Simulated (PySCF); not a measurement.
## Excitation energies in several basis sets

Species: P2H4.
InChI=1S/H4P2/c1-2/h1-2H2

TDDFT with PBE0 (PySCF), vertical singlets, core orbitals frozen in the response, spherical d and f functions. The structure is a single PBE0-D3(BJ)/def2-SVP conformer in the gas phase; no vibrational or solvent corrections.

```json
{"basis": "6-31G*", "functions": "44", "diffuse": "no", "S1 (eV)": "5.88", "S2 (eV)": "6.47", "S3 (eV)": "6.59", "S4 (eV)": "7.14", "S5 (eV)": "7.73", "LUMO (eV)": "-0.18", "α (au)": "45.6"}
{"basis": "6-31+G*", "functions": "52", "diffuse": "yes", "S1 (eV)": "5.54", "S2 (eV)": "5.57", "S3 (eV)": "6.47", "S4 (eV)": "6.57", "S5 (eV)": "6.84", "LUMO (eV)": "-0.51", "α (au)": "49.5"}
{"basis": "def2-SVP", "functions": "56", "diffuse": "no", "S1 (eV)": "6.13", "S2 (eV)": "6.61", "S3 (eV)": "6.65", "S4 (eV)": "6.70", "S5 (eV)": "7.93", "LUMO (eV)": "0.12", "α (au)": "45.8"}
{"basis": "def2-SVPD", "functions": "80", "diffuse": "yes", "S1 (eV)": "5.64", "S2 (eV)": "5.83", "S3 (eV)": "6.20", "S4 (eV)": "6.28", "S5 (eV)": "7.41", "LUMO (eV)": "-0.26", "α (au)": "57.1"}
{"basis": "aug-cc-pVDZ", "functions": "90", "diffuse": "yes", "S1 (eV)": "5.40", "S2 (eV)": "5.45", "S3 (eV)": "6.00", "S4 (eV)": "6.26", "S5 (eV)": "6.61", "LUMO (eV)": "-0.49", "α (au)": "58.8"}
{"basis": "def2-TZVP", "functions": "98", "diffuse": "no", "S1 (eV)": "5.68", "S2 (eV)": "6.01", "S3 (eV)": "6.14", "S4 (eV)": "6.22", "S5 (eV)": "7.54", "LUMO (eV)": "-0.26", "α (au)": "53.3"}
{"basis": "def2-TZVPD", "functions": "122", "diffuse": "yes", "S1 (eV)": "5.50", "S2 (eV)": "5.57", "S3 (eV)": "6.01", "S4 (eV)": "6.09", "S5 (eV)": "7.07", "LUMO (eV)": "-0.43", "α (au)": "58.9"}
{"basis": "aug-cc-pVTZ", "functions": "192", "diffuse": "yes", "S1 (eV)": "5.40", "S2 (eV)": "5.43", "S3 (eV)": "5.94", "S4 (eV)": "6.14", "S5 (eV)": "6.56", "LUMO (eV)": "-0.52", "α (au)": "59.4"}
```

Task: Compare the sets with the largest diffuse one.

Result: States are compared by their number. Against the largest diffuse basis here (aug-cc-pVTZ, itself not a converged limit), sets without diffuse functions differ by up to 0.73 eV in S1 and 1.37 eV in S5; the smaller diffuse sets differ by up to 0.23 and 0.84 eV. State by state, the largest deviation of a set without diffuse functions is S1 0.73, S2 1.17, S3 0.71, S4 1.00, S5 1.37 eV. The same number needn't mean the same state in each row. Against aug-cc-pVTZ the polarisability deviates by -23% in 6-31G*, -17% in 6-31+G*, -23% in def2-SVP, -4% in def2-SVPD, -1% in aug-cc-pVDZ, -10% in def2-TZVP, -1% in def2-TZVPD. A single + in a Pople set puts diffuse functions on heavy atoms only.
